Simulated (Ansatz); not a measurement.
Geometry optimisation, RKS r2SCAN-D4/6-31G* in Ansatz 0.2.0.

Input:

```yaml
crystal:
  periodic: [false, false, false]
  atoms:
    - { symbol: Al, position_ang: [0.161974, -0.36466, 0.106826] }
    - { symbol: "N", position_ang: [0.046741, -0.41921, 1.971739] }
    - { symbol: H, position_ang: [-0.81712, -0.592747, 2.471638] }
    - { symbol: H, position_ang: [0.844046, -0.592446, 2.572977] }
    - { symbol: H, position_ang: [1.6154, -0.36204, -0.527357] }
    - { symbol: H, position_ang: [-1.215384, -0.340978, -0.682827] }
    - { symbol: P, position_ang: [-0.522741, 2.936063, 0.964695] }
    - { symbol: H, position_ang: [-1.911631, 3.062461, 1.255348] }
    - { symbol: H, position_ang: [-0.124415, 3.909374, 1.928735] }
    - { symbol: H, position_ang: [-0.325769, 1.812283, 1.818526] }
basis:
  gaussian: { orbitals: "6-31G*" }
hamiltonian:
  xc: r2scan
  dispersion: d4
relax:
  f_tol: 0.03
  max_steps: 50
```

Run as:

```bash
$ ansatz run input.yaml --threads 1 --pin off --max-ram 2048MiB --backend cpu --events-out ev --progress --plain --runs-dir out
```

Problem. Where does it end, and by what steps?

Solution. The run converged. The force dipped under the threshold on the way, but the program's further checks kept it going. After 24 steps the energy has fallen by 0.543 eV; H9 moved furthest, 1.47 Å. Joined: Al1–P7 (3.48 → 2.59 Å).

```
step  energy less start (eV)  largest force component (eV/Å)  accepted
   0                  0.0000                           1.539       yes
   1                 -0.1114                           0.947       yes
   2                 -0.1409                           0.519       yes
   3                 -0.1466                           0.304       yes
   4                 -0.1552                           0.221       yes
   5                 -0.1666                           0.218       yes
   6                 -0.1869                           0.339       yes
   7                 -0.2268                           0.550       yes
   8                 -0.2959                           0.745       yes
   9                 -0.3769                           0.667       yes
  10                 -0.4503                           0.234       yes
  11                 -0.4668                           0.488       yes
  12                 -0.4828                           0.264       yes
  13                 -0.4922                           0.045       yes
  14                 -0.5029                           0.021       yes
  15                 -0.5071                           0.247       yes
  16                 -0.5138                           0.224       yes
  17                 -0.5227                           0.289       yes
  18                 -0.5289                           0.257       yes
  19                 -0.5339                           0.204       yes
  20                 -0.5369                           0.208       yes
  21                 -0.5401                           0.095       yes
  22                 -0.5414                           0.018       yes
  23                 -0.5421                           0.034       yes
  24                 -0.5426                           0.025       yes
```

```xyz
10
Properties=species:S:1:pos:R:3
Al 0.206 0.085 0.317
N -0.157 -0.698 1.906
H -1.023 -1.176 2.123
H 0.534 -0.895 2.619
H 1.745 0.400 0.009
H -0.887 -0.086 -0.840
P -0.502 2.434 1.162
H -1.799 2.446 1.721
H -0.560 3.708 0.537
H 0.195 2.830 2.326
```

The run took 86 s on 1 thread of Intel(R) Xeon(R) CPU @ 2.60GHz (Ice Lake), with other jobs on the host, peak memory 0.16 GiB.
